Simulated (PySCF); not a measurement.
From one molecule to another.

First species: C₄H₆O.
InChI=1S/C4H6O/c1-3-5-4-2/h3-4H,1-2H2

Second species: dimethylketene, C4H6O.
Structure used (GFN2-xTB), in Å, numbered top down from 1:
```xyz
11
C4H6O angstrom
C      1.360   -0.016    0.089
C     -0.114    0.303    0.099
C     -1.060   -0.778   -0.358
C     -0.549    1.460    0.485
O     -0.942    2.505    0.833
H      1.944    0.831    0.437
H      1.560   -0.871    0.735
H      1.677   -0.270   -0.922
H     -2.091   -0.440   -0.311
H     -0.831   -1.062   -1.385
H     -0.949   -1.660    0.272
```

Levels: PBE0/pcSseg-1 for dipole moment, HOMO energy, LUMO energy and HOMO–LUMO gap; GFN2-xTB for rotational constant A and rotational constant C. Geometries: GFN2-xTB. Each species is one conformer at its optimised geometry, gas phase, non-relativistic unless stated. Electronic properties by PySCF.

The conformers computed, where there is a choice (atom-mapped SMILES and torsion angles):
- `[CH2:1]=[CH:2][O:3][CH:4]=[CH2:5]`: C1–C2–O3–C4 180°, C2–O3–C4–C5 180°

```csv
property,column X,column Y
dipole moment,1.41 D,2.15 D
HOMO energy,-6.45 eV,-6.30 eV
LUMO energy,0.33 eV,-0.71 eV
HOMO–LUMO gap,6.78 eV,5.59 eV
rotational constant A,35.569 GHz,8.504 GHz
rotational constant C,2.365 GHz,2.755 GHz
```

**Question.** Which column belongs to which species?

**Answer.** Column X is the first species and column Y the second. The first has 11 atoms and 38 electrons, the second 11 and 38.

**Question.** How does each property change from the first species to the second?

**Answer.** dipole moment +0.74 D; HOMO energy +0.15 eV; LUMO energy -1.04 eV; HOMO–LUMO gap -1.19 eV; rotational constant A -27.065 GHz; rotational constant C +0.390 GHz.

On the first: The dipole equals about 4.7 × 10⁻³⁰ C·m (1 D = 3.33564 × 10⁻³⁰ C·m). A dipole of 1.41 D is allowed in C2v, and pure rotational transitions are dipole-allowed.

On the second: A dipole of 2.15 D is allowed in C2v, and pure rotational transitions are dipole-allowed. The dipole equals about 7.2 × 10⁻³⁰ C·m (1 D = 3.33564 × 10⁻³⁰ C·m).
